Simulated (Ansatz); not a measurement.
We consider pyrite RuS2, described by rVV10 (plane waves, PAW; Ansatz, a quantum-chemistry and plane-wave program).

Settings: plane-wave cutoff 500 eV, 6×6×6 k mesh, gaussian smearing 0.02 eV, no spin polarisation, scalar-relativistic PAW data made under PBE.

Cell (relaxed at this level):

```cif
data_Ru4S8
_chemical_formula_sum 'Ru4 S8'
_space_group_name_H-M_alt 'P 1'
_space_group_IT_number 1
_cell_length_a 5.71600
_cell_length_b 5.71600
_cell_length_c 5.71600
_cell_angle_alpha 90.000
_cell_angle_beta 90.000
_cell_angle_gamma 90.000
loop_
_space_group_symop_operation_xyz
  'x, y, z'
loop_
_atom_site_label
_atom_site_type_symbol
_atom_site_fract_x
_atom_site_fract_y
_atom_site_fract_z
_atom_site_occupancy
Ru1 Ru 0.00000 0.50000 0.50000 1
Ru2 Ru 0.50000 0.00000 0.50000 1
Ru3 Ru 0.00000 0.00000 0.00000 1
Ru4 Ru 0.50000 0.50000 0.00000 1
S1 S 0.61318 0.88682 0.11318 1
S2 S 0.11318 0.61318 0.88682 1
S3 S 0.61318 0.61318 0.61318 1
S4 S 0.38682 0.38682 0.38682 1
S5 S 0.88682 0.11318 0.61318 1
S6 S 0.88682 0.38682 0.11318 1
S7 S 0.11318 0.88682 0.38682 1
S8 S 0.38682 0.11318 0.88682 1
```

Predict the band gap.


- band gap: 0.63 eV (on the SCF k mesh)

Spin–orbit coupling is not included.

Static lattice: no zero-point or thermal effects.

Computing time: about 2.4 core-minutes (a rough figure).
